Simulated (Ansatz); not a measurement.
# bcc Mo

All values below come from LDA (plane waves, PAW; Ansatz, a first-principles code).

Run with plane-wave cutoff 500 eV, 4×4×4 k mesh, Fermi–Dirac smearing 0.1 eV, cell of 54 sites, scalar-relativistic PAW data made under PBE.

Cell: relaxed at this level.

```json
{
 "vacancy_formation_energy": "2.96 eV",
 "vacancy_formation_energy_before_relaxation": "3.04 eV"
}
```

Measured, for comparison: vacancy formation energy 3.12 ± 0.1 eV (midpoint of the printed range, monovacancy, our sources range from 3.12 to 3.60; as tabulated in Byggmästar et al. (2020), arXiv:2006.14365). Computed (rounded) less measured: vacancy formation energy not scored (sources differ).

Note: energies are extrapolated to zero smearing, and mesh and cell size move such values by some hundredths of an eV or more.

Static lattice: no zero-point or thermal effects.

Cost on a shared machine: roughly 27 core-minutes.
